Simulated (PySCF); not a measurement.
Molecule: SMILES CC, C2H6.

Numbering as in the mapped SMILES `[CH3:1][CH3:2]` (H(Xn): hydrogen on atom n).

Geometry PBE0-D3(BJ)/def2-SVP throughout; GIAO in PySCF 2.14.0 with density-fitted response routines, gas phase, one conformer, non-relativistic; equivalent atoms averaged; basis pcSseg-2.

Problem. How do the absolute shieldings σ depend on the functional? (ppm; last column core-seconds on shared hosts with different chips, so compare them loosely)

Solution. 
| functional | kind | C1/C2 | H(C1)/H(C2) | core-s |
| --- | --- | --- | --- | --- |
| HF | Hartree–Fock | 180.9 | 30.70 | 2.1 |
| LDA | LDA | 173.8 | 29.90 | 6.2 |
| PBE | GGA | 170.1 | 30.26 | 7 |
| BLYP | GGA | 164.9 | 30.39 | 7.7 |
| BP86 | GGA | 169.7 | 30.32 | 7 |
| OPBE | GGA | 174.1 | 30.32 | 7.4 |
| KT2 | GGA | 172.8 | 30.27 | 7.5 |
| KT3 | GGA | 170.4 | 30.41 | 7 |
| B97-D | GGA | 168.4 | 30.43 | 7 |
| B3LYP | global hybrid | 169.3 | 30.42 | 5.2 |
| PBE0 | global hybrid | 174.9 | 30.34 | 4.8 |
| mPW1PW91 | global hybrid | 174.0 | 30.39 | 4.8 |
| WP04 | global hybrid | 160.3 | 30.70 | 9.2 |
| B97-2 | global hybrid | 173.4 | 30.44 | 8.5 |
| BHandHLYP | global hybrid | 174.4 | 30.49 | 8.5 |
| CAM-B3LYP | range-separated hybrid | 173.6 | 30.37 | 11 |
| wB97X-D | range-separated hybrid | 175.1 | 30.44 | 11 |
| LC-wPBE | range-separated hybrid | 179.9 | 30.43 | 15 |

Problem. Which nucleus moves most, in ppm?

Solution. C1/C2 (methyl carbon): from 160.3 ppm with WP04 to 180.9 ppm with HF. The smallest spread is 0.80 ppm, at H(C1)/H(C2). Proton shifts span only some 12 ppm, so a few tenths of a ppm matter as much there as several ppm in carbon.
